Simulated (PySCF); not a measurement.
# One molecule, a ladder of functionals, a line

Molecule: `C(C)[C@@H]1C[C@H]1F`, C5H9F.

Geometry (Å), atoms numbered from 1 in this order:
```xyz
15

C     1.832   -0.840   -0.048
C     0.669   -0.189    0.686
C    -0.632   -0.294   -0.068
C    -0.972    0.672   -1.184
C    -1.715    0.708    0.106
F    -3.001    0.272    0.113
H     2.771   -0.746    0.517
H     1.646   -1.913   -0.212
H     1.984   -0.378   -1.036
H     0.895    0.876    0.868
H     0.547   -0.647    1.683
H    -0.999   -1.315   -0.231
H    -1.513    0.274   -2.046
H    -0.277    1.487   -1.409
H    -1.565    1.547    0.795
```

GIAO shieldings (ppm, equivalent atoms averaged) in PySCF 2.14 on the PBE0-D3(BJ)/def2-SVP geometry, basis pcSseg-1, gas phase, non-relativistic:

| functional | exact exchange (%) | σ(C5) | σ(C3) | σ(C4) | σ(F6) |
| --- | --- | --- | --- | --- | --- |
| BLYP | 0 | 97.4 | 151.0 | 161.0 | 382.9 |
| BP86 | 0 | 102.5 | 156.3 | 165.7 | 387.6 |
| PBE | 0 | 102.9 | 156.6 | 166.1 | 385.2 |
| B3LYP | 20 | 104.3 | 156.9 | 165.9 | 397.8 |
| PBE0 | 25 | 110.9 | 163.2 | 171.5 | 402.7 |
| BHandHLYP | 50 | 113.3 | 164.2 | 172.2 | 415.2 |
| HF | 100 | 127.6 | 175.6 | 181.8 | 438.2 |

(1) Fit each shielding as a line in the percentage of exact exchange.

(2) What does the line predict for mPW1PW91 (25 %), and what does the run give?

Results:

(1) σ(C5) = 101.0 + 0.26 x (rms 2.2 ppm); σ(C3) = 154.8 + 0.21 x (rms 2.2 ppm); σ(C4) = 164.3 + 0.17 x (rms 2.0 ppm); σ(F6) = 386.4 + 0.54 x (rms 2.1 ppm). The functionals also differ in their semilocal parts, which the line can't hold; Hartree–Fock has no correlation at all.

(2) σ(C5): 107.5 predicted, 110.0 computed; σ(C3): 160.1 predicted, 162.5 computed; σ(C4): 168.6 predicted, 170.6 computed; σ(F6): 399.9 predicted, 403.0 computed ppm.
